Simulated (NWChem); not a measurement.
Program: NWChem. System: CH (+1), charge 1, spin multiplicity 1, at a geometry optimised with PBE0/def2-SVP. The structure started from a generated list of species. Level: TD-B3LYP/aug-cc-pVDZ, VWN1-RPA local correlation.

Job file:

```
start mol
memory heap 200 mb stack 900 mb global 1100 mb
charge 1
geometry units angstroms nocenter noautoz
  C      0.000000     0.000000     0.163891
  H      0.000000     0.000000    -0.983348
  symmetry group C2v
end
basis spherical
  * library aug-cc-pvdz
end
dft
  xc b3lyp
  semidirect memsize 60000000 filesize 0
  iterations 100
end
tddft
  rpa
  nroots 6
  notriplet
  thresh 1e-4
end
task tddft energy
```

Output (cleaned and shortened):

```
             Northwest Computational Chemistry Package (NWChem) 7.3.0
             --------------------------------------------------------

                                NWChem Input Module
                                -------------------

 Scaling coordinates for geometry "geometry" by  1.889725989
 (inverse scale =  0.529177249)

 Turning off AUTOSYM since
 SYMMETRY directive was detected!

                             Geometry "geometry" -> ""
                             -------------------------

 Output coordinates in angstroms (scale by  1.889725989 to convert to a.u.)

  No.       Tag          Charge          X              Y              Z
 ---- ---------------- ---------- -------------- -------------- --------------
    1 C                    6.0000     0.00000000     0.00000000     0.16389100
    2 H                    1.0000     0.00000000     0.00000000    -0.98334800

 Effective nuclear repulsion energy (a.u.)       2.7675693504

            Nuclear Dipole moment (a.u.)
            ----------------------------
        X                 Y               Z
 ---------------- ---------------- ----------------
     0.0000000000     0.0000000000    -0.0000037795

      Symmetry information
      --------------------

 Group name             C2v
 Group number             16
 Group order               4
 No. of unique centers     2

      Symmetry unique atoms

     1    2


 Summary of "ao basis" -> "" (spherical)
 ------------------------------------------------------------------------------
       Tag                 Description            Shells   Functions and Types
 ---------------- ------------------------------  ------  ---------------------
 *                        aug-cc-pvdz                 on all atoms

                                 NWChem DFT Module
                                 -----------------

 Summary of "ao basis" -> "ao basis" (spherical)
 ------------------------------------------------------------------------------
       Tag                 Description            Shells   Functions and Types
 ---------------- ------------------------------  ------  ---------------------
[...]
     Electric Quadrupole                           0.0000000051
     Magnetic Dipole                               0.0000001328
     Total Oscillator Strength                     0.1747269046

          sigma_e =   1.1013 Angstrom
          sigma_h =   0.8653 Angstrom
         |d_h->e| =   0.2550 Angstrom
            d_exc =   1.5156 Angstrom
            d_CD1 =   0.4909 Angstrom
            d_CD2 =  -0.7283 Angstrom
            d_CD3 =   1.7705 Angstrom
     Pearson C.C. =  -0.1418

     Occ.    2  a1  ---  Virt.    4  b1  -0.86453 X
     Occ.    2  a1  ---  Virt.    4  b1   0.07493 Y
     Occ.    2  a1  ---  Virt.    5  b2   0.43546 X
     Occ.    3  a1  ---  Virt.    4  b1  -0.08290 X
     Occ.    3  a1  ---  Virt.    4  b1   0.05412 Y
     Occ.    3  a1  ---  Virt.    8  b1  -0.14879 X
     Occ.    3  a1  ---  Virt.    9  b2   0.07495 X
     Occ.    3  a1  ---  Virt.   12  b1  -0.16701 X
     Occ.    3  a1  ---  Virt.   13  b2   0.08412 X
  ----------------------------------------------------------------------------
  Root   5 singlet b2             0.490447618 a.u.               13.3458 eV
  ----------------------------------------------------------------------------
     Transition Moments    X  0.32885   Y  0.65288   Z -0.00000
     Transition Moments   XX  0.00000  XY -0.00000  XZ  0.04056
     Transition Moments   YY  0.00000  YZ  0.08053  ZZ -0.00000
     Dipole Oscillator Strength                    0.1747267681
     Electric Quadrupole                           0.0000000051
     Magnetic Dipole                               0.0000001328
     Total Oscillator Strength                     0.1747269060

          sigma_e =   1.1013 Angstrom
          sigma_h =   0.8653 Angstrom
         |d_h->e| =   0.2550 Angstrom
            d_exc =   1.5156 Angstrom
            d_CD1 =   0.4909 Angstrom
            d_CD2 =  -0.7283 Angstrom
            d_CD3 =   1.7705 Angstrom
     Pearson C.C. =  -0.1418

     Occ.    2  a1  ---  Virt.    4  b1  -0.43546 X
     Occ.    2  a1  ---  Virt.    5  b2  -0.86453 X
     Occ.    2  a1  ---  Virt.    5  b2   0.07493 Y
     Occ.    3  a1  ---  Virt.    5  b2  -0.08290 X
     Occ.    3  a1  ---  Virt.    5  b2   0.05412 Y
     Occ.    3  a1  ---  Virt.    8  b1  -0.07495 X
     Occ.    3  a1  ---  Virt.    9  b2  -0.14879 X
     Occ.    3  a1  ---  Virt.   12  b1  -0.08412 X
     Occ.    3  a1  ---  Virt.   13  b2  -0.16701 X
  ----------------------------------------------------------------------------
  Root   6 singlet b1             0.557605036 a.u.               15.1732 eV
  ----------------------------------------------------------------------------
     Transition Moments    X -0.07029   Y  0.06297   Z  0.00000
     Transition Moments   XX -0.00000  XY  0.00000  XZ  0.55094
     Transition Moments   YY -0.00000  YZ -0.49360  ZZ -0.00000
     Dipole Oscillator Strength                    0.0033107214
     Electric Quadrupole                           0.0000005052
     Magnetic Dipole                               0.0000000659
     Total Oscillator Strength                     0.0033112925

          sigma_e =   2.8537 Angstrom
          sigma_h =   0.9876 Angstrom
         |d_h->e| =   0.2042 Angstrom
            d_exc =   3.0230 Angstrom
            d_CD1 =   2.0703 Angstrom
            d_CD2 =  -1.7164 Angstrom
            d_CD3 =   3.2272 Angstrom
     Pearson C.C. =   0.0040

     Occ.    2  a1  ---  Virt.    4  b1   0.12127 X
     Occ.    2  a1  ---  Virt.    5  b2  -0.10865 X
     Occ.    3  a1  ---  Virt.    8  b1  -0.73306 X
     Occ.    3  a1  ---  Virt.    9  b2   0.65677 X

              Target root =      1
          Target symmetry = none
      Ground state energy =    -38.084196193103
        Excitation energy =      0.102815347981
     Excited state energy =    -37.981380845122

  stored tddft:energy   -37.981380845122274

 Task  times  cpu:        3.0s     wall:        3.0s

 Total times  cpu:        3.0s     wall:        3.0s
```
